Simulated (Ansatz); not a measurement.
# NH⁻, quartet: the ladder up to full CI

Geometry: a point of a stretch scan, not a stationary point.

```xyz
2

N     0.0000    0.0000    0.0000
H     0.0000    0.0000    1.3000
```

Basis 6-31++G** (Cartesian d functions); Ansatz 0.2.0. Correlated methods freeze the noble-gas cores, which leaves 7 electrons in 24 orbitals. R marks a restricted (for open shells ROHF) determinant, U an unrestricted one. Active spaces: valence = (7e, 5o) chosen from the atoms' valence shells. This anion state lies near or above the neutral species, so the extra electron is weakly bound or unbound and the energies hang on the diffuse functions.

Full CI is exact within this basis and frozen core; it isn't the basis-set limit. The frozen core follows each run's orbitals, which can shift R against U totals by a few meV.

For open shells CISD is restricted-active-space CI with the open shells as a complete middle space.

The UHF ⟨S²⟩ is 3.797 and the T1 diagnostic (RCCSD) is 0.0263. The largest doubles amplitude (RCCSD) is 0.066 and the T1 diagnostic (UCCSD) is 0.0243.

```csv
level,E − E(full CI) (kJ/mol),share of correlation (%),wall time
RHF,394.2,0.00,–
UHF,369.1,6.38,–
RMP2,67.2,82.95,–
UMP2,69.9,82.27,–
CISD,20.0,94.93,0.78 s
RCCSD,9.7,97.54,–
UCCSD,9.3,97.65,–
RCCSD(T),2.1,99.46,0.72 s
UCCSD(T),2.0,99.50,0.72 s
BCCD(T),2.1,99.46,0.6 s
RCCSDT,0.6,99.85,–
UCCSDT,0.4,99.89,–
RCCSDT(Q),0.0,99.99,2.8 s
UCCSDT(Q),-0.1,100.03,2.6 s
CASSCF (valence space),394.2,0.00,–
NEVPT2 (valence space),102.3,74.05,0.21 s
NEVPT4(SD) (valence space),13.2,96.66,0.42 s
MRCISD (valence space),22.6,94.28,–
MRCISD+Q (valence space),-1.7,100.43,0.45 s
```

The correlation energy at full CI, counted from RHF, is -4.086 eV. That run took 26 s on 1 thread of AMD EPYC 7B13, shared host over 2,943,076 determinants.

Times hold each run's SCF and search for its determinant on a shared host, so for small cases they say little of a method's own cost; they ran on 1 thread of AMD EPYC 7B13. Some runs computed forces too.

Not variational, and here over 5 meV under the exact energy: MRCISD+Q (valence space).

The full-CI state has the irrep A2 of C2v, in the program's axes (one component, if the state is degenerate).

Natural occupations of full CI about the gap: 1.966 1.931 0.995 0.991 0.991 0.056 0.017 0.010 0.010 0.006; effectively unpaired electrons, Σ n²(2−n)², 3.04.
